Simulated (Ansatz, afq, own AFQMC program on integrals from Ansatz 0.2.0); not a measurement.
Integrals from Ansatz 0.2.0, then the random walk in our own AFQMC program (afq).

```yaml
crystal:
  periodic: [false, false, false]
  atoms:
    - {symbol: N, position_ang: [0.000000, 0.000000, 0.510827]}
    - {symbol: C, position_ang: [0.000000, 0.000000, -0.774802]}
    - {symbol: H, position_ang: [0.000000, 0.856858, 1.066986]}
    - {symbol: H, position_ang: [0.000000, -0.856858, 1.066986]}
basis:
  gaussian: {orbitals: cc-pVDZ}
magnetization: {spin_polarized: true, initial_magnetization: 1}
correlation: {method: ccsd_t, electrons: outside_noble_gas, hamiltonian_folder: ham}
```

```sh
$ ansatz run in.yaml --threads 1 --pin off --events-out ev --progress --plain --max-ram 24576MiB --backend cuda --devices 0, --max-vram 18GiB
```

Options of the walk:

```
--method phaseless --trial hf --walkers 4000 --populations 20 --least-time 40 --time-step 0.005 --steps-per-block 20 --equilibration-blocks 112 --max-blocks 4000 --target-error 0.001 --factor-cut 1e-05 --start spin_pure --seed 9380 --taylor-order 6
```

Times are imaginary, in 1/Eh. The walk had a cap of 49 s. With eight or more populations the least sampling time is a fifth of least-time, and the error comes from their spread.

afq prints:

```
orbitals 36  electrons 6 5  factors 279 of 356
reference energy -93.39110196 Eh
CCSD correlation -0.28396887 Eh in 11 cycles, weight of the determinant in the CISD state 0.8929
energy of the start -93.391514 Eh
 block  time / (1/Eh)  mean weight  energy / Eh
     1     0.100  1.0014  -93.466320
     2     0.200  1.0021  -93.520771
     3     0.300  1.0022  -93.562118
     4     0.400  1.0019  -93.588467
     5     0.500  1.0018  -93.607342
     8     0.800  1.0009  -93.641651
    13     1.300  1.0004  -93.668006
    25     2.500  0.9999  -93.676631
    31     3.100  1.0003  -93.684870
    49     4.900  1.0003  -93.684649
    67     6.700  0.9997  -93.687038
    85     8.500  0.9998  -93.681884
   103    10.300  0.9998  -93.688258
   121    12.100  1.0002  -93.683351
   139    13.900  0.9997  -93.684356
   157    15.700  0.9998  -93.690480
   175    17.500  1.0004  -93.687137
   181    18.100  0.9999  -93.692421
   193    19.300  1.0004  -93.689801
   211    21.100  1.0000  -93.688024
   229    22.900  1.0001  -93.684763
   247    24.700  0.9999  -93.679410
error from the spread of 20 populations
energy -93.686465 +/- 0.000959 Eh
(rows thinned)
```

The run passed its tests (sampling time, drift between the halves within three errors, error under three times the target), which doesn't prove that it has relaxed.

Against this walk (error 26.1 meV) on the same determinant: CCSD(T) 77.6 meV higher, CCSDT(Q) 39.4 meV higher (within the noise), a separate phaseless walk with a CISD trial and standard settings 50.5 ± 26.5 meV higher (within the noise). The error is statistical and leaves out the bias of the constraint.

Cautions: constraint bias not in the error.

The walk took 17 s on 1 × NVIDIA H100 80GB HBM3 with 2 threads of AMD EPYC 7R13 Processor (Zen 3) (shared host) (the card was shared). The log's last line is the phaseless energy.

CCSDT and higher add their correlation energy to the determinant of the CCSD(T) run, since their own runs factorise the integrals more tightly (a shift of under 2 meV). A walk keeps the symmetry of its determinant, which the program's search chose and which needn't be the lowest solution, so a lower state of the same spin and another symmetry isn't excluded.
